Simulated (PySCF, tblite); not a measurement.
**C5H7F: geometry, infrared bands, NMR shifts and spin-spin couplings**

What infrared bands, NMR shifts and spin-spin couplings should C5H7F (`C=C=C[C@@H](C)F`) show?

Computed with tblite 0.8.0 and PySCF 2.14.0, with density-fitted response routines of our own, on a single molecule in the gas phase. Atoms are numbered from 0 throughout.

## 1. The starting structure

13 atoms, charge 0, multiplicity 1; geometry from: force field or distance geometry start.

Bonds of the start (Å): C0–C1 1.32, C1–C2 1.29, C2–C3 1.50, C3–C4 1.53, C3–F5 1.36, C0–H6 1.06, C0–H7 1.05, C2–H8 1.05, C3–H9 1.11, C4–H10 1.11, C4–H11 1.11, C4–H12 1.12.

## 2. Geometry optimisation with GFN2-xTB

The job: settings as JSON, then the geometry in Å.

```
{"job": {"kind": "relax", "xc": "GFN2-xTB", "basis": "xTB"}, "charge": 0, "multiplicity": 1}
C      2.780500    -0.017300    -0.149300
C      1.508400    -0.055600     0.209900
C      0.267600    -0.101400     0.567700
C     -0.706800     0.338100    -0.485300
C     -2.044200    -0.251900    -0.046800
F     -0.777600     1.695200    -0.475500
H      3.276700     0.905300     0.031900
H      3.162600    -0.894500    -0.590600
H      0.033200    -0.427700     1.542000
H     -0.418500    -0.042800    -1.485500
H     -2.565500     0.517300     0.551800
H     -2.658700    -0.553200    -0.923300
H     -1.862000    -1.111000     0.651600
```

Command:

```console
$ OMP_NUM_THREADS=1 python probes_run.py task.json out
```

The driver reads the jobs from task.json and runs them one after another.

**Question.** This job is followed by: GFN2-xTB harmonic vibrations, gas phase; GIAO PBE0/pcSseg-1 NMR shielding, non-relativistic, gas phase; B3LYP/pcJ-1 indirect spin-spin coupling, non-relativistic, gas phase. Predict these results of the whole session: strongest single infrared mode (GFN2-xTB); zero-point energy (GFN2-xTB); 13C shifts against TMS (PBE0/pcSseg-1); 1H shifts against TMS (PBE0/pcSseg-1, means over atoms taken as alike); 19F shifts against CFCl3 (PBE0/pcSseg-1); largest coupling of the table (B3LYP/pcJ-1).

The runs gave:

```
                                                              quantity                              value
                             strongest single infrared mode (GFN2-xTB)              2098 cm⁻¹, 146 km/mol
                                          zero-point energy (GFN2-xTB)                      64.0 kcal/mol
                                13C shifts against TMS (PBE0/pcSseg-1)  220.1, 98.5, 93.6, 79.4, 25.7 ppm
1H shifts against TMS (PBE0/pcSseg-1, means over atoms taken as alike)         5.52, 5.24, 5.01, 1.46 ppm
                              19F shifts against CFCl3 (PBE0/pcSseg-1)                         -192.9 ppm
                           largest coupling of the table (B3LYP/pcJ-1)           1J(C,F) C3–F5, -226.3 Hz
```

The optimisation took 103 steps and gained 0.495 eV; among the close pairs (by a distance rule), C4–H12 changed most, from 1.122 to 1.086 Å. No mode is imaginary among the 33: a minimum at this level. The strongest single mode, at 2098 cm⁻¹, moves mainly C1. Unscaled tight-binding wavenumbers are off by several per cent, some by more. Its intensities can rank the bands wrongly. The most deshielded carbon is C1 (central carbon of an allene), at 220.1 ppm: the central sp carbon of an allene is among the most deshielded carbons of hydrocarbons. At PBE0/pcSseg-1: Shielding is most anisotropic at C0 (span 152 ppm, paramagnetic term -154 ppm). In the run at B3LYP/pcJ-1, the largest coupling of the table is C3–F5, -226.3 Hz, of which the Fermi-contact term gives -274.3 Hz. Couplings across rotatable bonds belong to this one conformer; where others are populated, the observed values are averages.
